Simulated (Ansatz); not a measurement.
Barrier F + H2 via FH2, on the benchmark's geometries as Psi4's copy gives them; open shells unrestricted, no zero-point energy, no spin–orbit coupling.
Transition structure (charge 0, multiplicity 2, Z-matrix in Å and degrees):
```
F
H 1 1.4662
H 2 0.7746 1 152.03
```

Correlated levels freeze the cores.

Codes used: Ansatz (Gaussian orbitals). Values without a source in brackets are computed.

The barrier height is − E(F) − E(H2) + E(TS). Total energies (hartree):

```json
[
 {"level": "HF/aug-cc-pVTZ", "F": "-99.4068793", "H2": "-1.1330169", "TS": "-100.5190646"},
 {"level": "CCSD(T)/aug-cc-pVTZ", "F": "-99.6278266", "H2": "-1.1726348", "TS": "-100.7976694"},
 {"level": "HF/aug-cc-pVQZ", "F": "-99.4140854", "H2": "-1.1334621", "TS": "-100.5265989"},
 {"level": "CCSD(T)/aug-cc-pVQZ", "F": "-99.6529079", "H2": "-1.1738675", "TS": "-100.8243684"}
]
```

Task: Work out the barrier height at the basis-set limit: extrapolate the CCSD(T) correlation part as X⁻³, take Hartree–Fock from the larger set.

Result: 
1. Differences (1 hartree = 627.509 kcal/mol): HF/aug-cc-pVTZ 13.072; CCSD(T)/aug-cc-pVTZ 1.752; HF/aug-cc-pVQZ 13.145; CCSD(T)/aug-cc-pVQZ 1.510.
2. Correlation parts, CCSD(T) less HF: -11.320 in aug-cc-pVTZ (X = 3), -11.635 in aug-cc-pVQZ (X = 4).
3. Limit (4³·(-11.635) − 3³·(-11.320))/(4³ − 3³) = -11.865; with HF/aug-cc-pVQZ it gives 1.280.
Result: 1.28 kcal/mol, against 1.75 at CCSD(T)/aug-cc-pVTZ. It is an estimate of this method's limit, not of the exact value.

Ansatz is an electronic-structure program.
